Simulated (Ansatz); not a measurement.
**BiRu: from a trial structure to a relaxed crystal**

Level of theory: Ansatz 0.2.0, DFT PBE, scalar-relativistic, plane waves, PAW. Cutoff 420 eV, Γ-centred k mesh, Gaussian smearing, no spin polarisation in the final step.

BiRu was placed on the CuAu (L1_0) structure type (P4/mmm, No. 123), with Bi in place of Cu, Ru in place of Au, at a guessed volume.

```xyz
2
Lattice="3.2685 0.0000 0.0000 0.0000 3.2685 0.0000 0.0000 0.0000 4.2841" Properties=species:S:1:pos:R:3 pbc="T T T"
Bi    1.6343    1.6343    2.1421
Ru    0.0000    0.0000    0.0000
```

Cell and atoms relax at zero pressure; the relaxation can't lower the symmetry of the start. After a coarse first stage the cell is made exact in the group found at 0.06 Å.

Formation energies are uncorrected and refer to the elements' standard structures at the same level.

Which crystal results?

It ends in Pm-3m (No. 221). The result has the caesium chloride structure. Conventional cell: a = 3.396 Å. Bi is coordinated by 8 Ru at 2.94 Å and 6 Bi at 3.40 Å; around Ru lie 8 Bi at 2.94 Å and 6 Ru at 3.40 Å.

```cif
data_structure
_symmetry_space_group_name_H-M 'Pm-3m'
_symmetry_Int_Tables_number 221
_cell_length_a 3.3957
_cell_length_b 3.3957
_cell_length_c 3.3957
_cell_angle_alpha 90.000
_cell_angle_beta 90.000
_cell_angle_gamma 90.000
_cell_volume 39.16
loop_
_atom_site_label
_atom_site_type_symbol
_atom_site_symmetry_multiplicity
_atom_site_Wyckoff_symbol
_atom_site_fract_x
_atom_site_fract_y
_atom_site_fract_z
_atom_site_occupancy
Bi1 Bi 1 b 0.50000 0.50000 0.50000 1
Ru1 Ru 1 a 0.00000 0.00000 0.00000 1
```

What are its volume, energy, density and gap?

The volume per atom is 19.58 Å³ and the density is 13.15 g/cm³. The energy over the elements is 0.54 eV/atom. The gap on the 16×16×16 mesh is 0 eV (a metal).

The final run used a 16×16×16 mesh on its 2-atom cell and 0.10 eV smearing. For metals, differences of a few meV/atom aren't resolved. Spin–orbit coupling is left out. A structure relaxed within its symmetry needn't be a true minimum.

Cost: 4 runs of about 0.84 core-minutes in all, on Arm Neoverse V2 (shared hosts).